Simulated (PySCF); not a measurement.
## Name the molecule from its bond curve

A diatomic of charge +1 contains S. Its doublet curve at PBE0 in a triple-zeta basis (no relativity, PySCF), in eV from the separated fragments:

R (Å), E (eV) and a bar:
```
    1.220     -3.046 #########################
    1.276     -4.331 ###########
    1.333     -5.036 ###
    1.375     -5.284 #
    1.418     -5.351 
    1.460     -5.277 #
    1.517     -5.016 ####
    1.588     -4.512 #########
    1.673     -3.750 ##################
    1.787     -2.620 ##############################
```

The fit gives ωe = 1416 cm⁻¹ and the rotational constant Bₑ = 0.7897 cm⁻¹.

Problem. Which atom is the partner?

Solution. The minimum lies at 1.415 Å, so the reduced mass is 16.8576 u Å² cm⁻¹/(Bₑ·Re²) = 10.66 u. With S at 31.97 u the partner weighs about 16.0 u: O. The molecule is SO⁺.

The state was picked by a PBE0 search and need not be the measured ground state.
